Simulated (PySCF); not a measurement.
Problem. What does the PBE0-D3(BJ)/def2-SVP structure of InChI=1S/C5H7F/c1-2-3-4-5-6/h2,4-5H,1,3H2/b5-4- look like in three dimensions?

Solution. 
Z-matrix in Å and degrees, rows numbered from 1:
```
C 
C   1  1.3332
C   2  1.5012  1  125.13
C   3  1.4991  2  112.25  1   120.25
C   4  1.3298  3  124.92  2   116.56
F   5  1.3339  4  122.53  3     0.88
H   1  1.0930  2  121.34  3   179.95
H   1  1.0953  2  121.51  3     0.27
H   2  1.0973  1  119.31  3   179.32
H   3  1.1036  2  109.23  1    -1.70
H   3  1.1023  2  109.70  1  -118.73
H   4  1.0937  3  118.37  2   -62.01
H   5  1.0937  4  124.93  3  -179.42
```

The C–C distances run from 1.330 Å (C4=C5, drawn double) to 1.501 Å (C2–C3, drawn single), a spread of 0.171 Å. Of the pairs four or more bonds apart, F6···H11 is among the closest relative to their van der Waals radii: 2.46 Å, 92 % of the sum of Bondi's values.

Theory: PBE0-D3(BJ)/def2-SVP geometry optimisation, gas phase (PySCF).

Point group: C1 (no symmetry element, even within 0.4 Å). PBE0-D3(BJ)/def2-SVP frequencies: not computed here. One conformer, not necessarily the lowest (C1–C2–C3–C4 120°, C2–C3–C4–C5 117°).
